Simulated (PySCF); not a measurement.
C4H4FN.
SMILES with atom numbers: `[F:1][c:2]1[cH:3][cH:4][nH:5][cH:6]1` (hydrogens: H7 on C3; H8 on C4; H9 on N5; H10 on C6)

The same species was optimised twice, with GFN2-xTB and with PBE0-D3(BJ)/def2-SVP (PySCF), and the same property calculations (PySCF, gas phase) were run on both structures.

```csv
coordinate,GFN2-xTB,PBE0-D3(BJ)/def2-SVP,change
F1–C2 (Å),1.344,1.328,-0.016
C3–C4 (Å),1.369,1.381,+0.012
N5–C6 (Å),1.361,1.371,+0.010
C2–C3 (Å),1.406,1.415,+0.009
C2–C6 (Å),1.369,1.377,+0.008
C4–N5 (Å),1.356,1.362,+0.006
C4–N5–C6 (°),109.9,110.5,+0.6
C2–C6–N5 (°),106.6,106.1,-0.5
C3–C4–N5 (°),108.7,108.3,-0.4
C3–C2–C6 (°),108.9,109.2,+0.3
F1–C2–C6 (°),125.5,125.3,-0.2
F1–C2–C3 (°),125.5,125.5,0.0
C2–C3–C4 (°),105.8,105.9,+0.1
```

Rotational constants: A = 9183, B = 3457, C = 2511 MHz (GFN2-xTB) against A = 9045, B = 3460, C = 2502 MHz (PBE0-D3(BJ)/def2-SVP). Point groups within 0.08 Å: Cs and Cs.

On the GFN2-xTB structure: lowest singlet, TDDFT (eV) 5.73 [PBE0/def2-SVPD]; lowest triplet, Tamm–Dancoff (eV) 4.36 [PBE0/def2-SVPD]; isotropic polarisability (au) 51.3 [PBE0/def2-SVPD]; HOMO (eV) -6.35 [PBE0/def2-SVPD]; LUMO (eV) 0.63 [PBE0/def2-SVPD]; dipole (D) 3.31 [PBE0/def2-SVPD]; HOMO (eV) -6.31 [PBE0/pcSseg-1]; LUMO (eV) 0.90 [PBE0/pcSseg-1]; dipole (D) 3.31 [PBE0/pcSseg-1]; GIAO shielding of F1 (ppm) 349.9 [PBE0/pcSseg-1]; GIAO shielding of C2 (ppm) 24.4 [PBE0/pcSseg-1]; GIAO shielding of C3 (ppm) 83.9 [PBE0/pcSseg-1]; GIAO shielding of C4 (ppm) 70.1 [PBE0/pcSseg-1]; GIAO shielding of N5 (ppm) 111.1 [PBE0/pcSseg-1]; GIAO shielding of C6 (ppm) 82.3 [PBE0/pcSseg-1].

Question: What do these properties become on the PBE0-D3(BJ)/def2-SVP structure?

Answer: 
```json
{"property": "lowest singlet, TDDFT (eV)", "level": "PBE0/def2-SVPD", "on GFN2-xTB": "5.73", "on PBE0-D3(BJ)/def2-SVP": "5.70", "change": "-0.03"}
{"property": "lowest triplet, Tamm–Dancoff (eV)", "level": "PBE0/def2-SVPD", "on GFN2-xTB": "4.36", "on PBE0-D3(BJ)/def2-SVP": "4.27", "change": "-0.09"}
{"property": "isotropic polarisability (au)", "level": "PBE0/def2-SVPD", "on GFN2-xTB": "51.3", "on PBE0-D3(BJ)/def2-SVP": "52.2", "change": "+0.9"}
{"property": "HOMO (eV)", "level": "PBE0/def2-SVPD", "on GFN2-xTB": "-6.35", "on PBE0-D3(BJ)/def2-SVP": "-6.31", "change": "+0.04"}
{"property": "LUMO (eV)", "level": "PBE0/def2-SVPD", "on GFN2-xTB": "0.63", "on PBE0-D3(BJ)/def2-SVP": "0.63", "change": "0.00"}
{"property": "dipole (D)", "level": "PBE0/def2-SVPD", "on GFN2-xTB": "3.31", "on PBE0-D3(BJ)/def2-SVP": "3.21", "change": "-0.10"}
{"property": "energy, GFN2-xTB geometry as zero (kcal/mol)", "level": "PBE0/def2-SVPD", "on GFN2-xTB": "0.0", "on PBE0-D3(BJ)/def2-SVP": "-0.6", "change": "-0.6"}
{"property": "HOMO (eV)", "level": "PBE0/pcSseg-1", "on GFN2-xTB": "-6.31", "on PBE0-D3(BJ)/def2-SVP": "-6.27", "change": "+0.04"}
{"property": "LUMO (eV)", "level": "PBE0/pcSseg-1", "on GFN2-xTB": "0.90", "on PBE0-D3(BJ)/def2-SVP": "0.85", "change": "-0.05"}
{"property": "dipole (D)", "level": "PBE0/pcSseg-1", "on GFN2-xTB": "3.31", "on PBE0-D3(BJ)/def2-SVP": "3.22", "change": "-0.09"}
{"property": "energy, GFN2-xTB geometry as zero (kcal/mol)", "level": "PBE0/pcSseg-1", "on GFN2-xTB": "0.0", "on PBE0-D3(BJ)/def2-SVP": "-0.2", "change": "-0.2"}
{"property": "GIAO shielding of F1 (ppm)", "level": "PBE0/pcSseg-1", "on GFN2-xTB": "349.9", "on PBE0-D3(BJ)/def2-SVP": "349.5", "change": "-0.4"}
{"property": "GIAO shielding of C2 (ppm)", "level": "PBE0/pcSseg-1", "on GFN2-xTB": "24.4", "on PBE0-D3(BJ)/def2-SVP": "24.1", "change": "-0.3"}
{"property": "GIAO shielding of C3 (ppm)", "level": "PBE0/pcSseg-1", "on GFN2-xTB": "83.9", "on PBE0-D3(BJ)/def2-SVP": "81.9", "change": "-2.0"}
{"property": "GIAO shielding of C4 (ppm)", "level": "PBE0/pcSseg-1", "on GFN2-xTB": "70.1", "on PBE0-D3(BJ)/def2-SVP": "67.4", "change": "-2.7"}
{"property": "GIAO shielding of N5 (ppm)", "level": "PBE0/pcSseg-1", "on GFN2-xTB": "111.1", "on PBE0-D3(BJ)/def2-SVP": "108.0", "change": "-3.1"}
{"property": "GIAO shielding of C6 (ppm)", "level": "PBE0/pcSseg-1", "on GFN2-xTB": "82.3", "on PBE0-D3(BJ)/def2-SVP": "80.5", "change": "-1.8"}
```

The heavy atoms differ by 0.009 Å rms after alignment. Among bonds between heavy atoms F1–C2 changes most (-0.016 Å). Changes are differences of the printed values. Neither structure is proved a minimum here.
